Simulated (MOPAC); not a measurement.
MOPAC input (AM1):

```
AM1 FORCE THERMO(298,298) PRECISE LET UHF MS=0.5 GEO-OK AUX(PRECISION=9) THREADS=1
CH5Si

C    -0.00081302 1    0.06325577 1   -1.15333549 1
Si    0.00030267 1    0.00948048 1    0.63212472 1
H     0.00228654 1   -0.95996251 1   -1.60272273 1
H    -0.90098408 1    0.58940101 1   -1.55073193 1
H     0.89549152 1    0.59525493 1   -1.55167587 1
H    -1.20643450 1   -0.54054950 1    1.23671136 1
H     1.21122672 1   -0.53267119 1    1.23543951 1
```

Question: Which zero-point energy does it print?

Answer: 31.52 kcal/mol, from the harmonic wavenumbers of AM1.
